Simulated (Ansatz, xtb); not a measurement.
Homolysis of single bonds, series B OH-NH2. All species are isolated molecules in the gas phase. One relaxed conformer stands for each flexible species; it need not be the lowest. Strings in code marks are SMILES.

Quantity: homolytic bond dissociation enthalpy at 298 K (no spin–orbit term), in eV. Enthalpy corrections at 298 K come from GFN2-xTB frequencies (xtb).

A: N–B bond of `NB(N)N`, giving `N[B]N` and `[NH2]`
B: B–O bond of `NB(N)O` (N–B–O–H torsion 180°), giving `N[B]N` and `[OH]`
C: B–O bond of `NB(O)O` (O–B–O–H torsion 0°, O–B–O–H torsion 180°), giving `N[B]O` (N–B–O–H torsion 0°) and `[OH]`

Question: Put the candidates in order of homolytic bond dissociation enthalpy at 298 K (no spin–orbit term), lowest first, for frozen-core CCSD(T)/cc-pVTZ // B3LYP-D3(BJ)/def2-TZVP (Ansatz, a quantum-chemistry and plane-wave program).

Answer: A (5.26 eV), B (6.12 eV), C (6.32 eV)
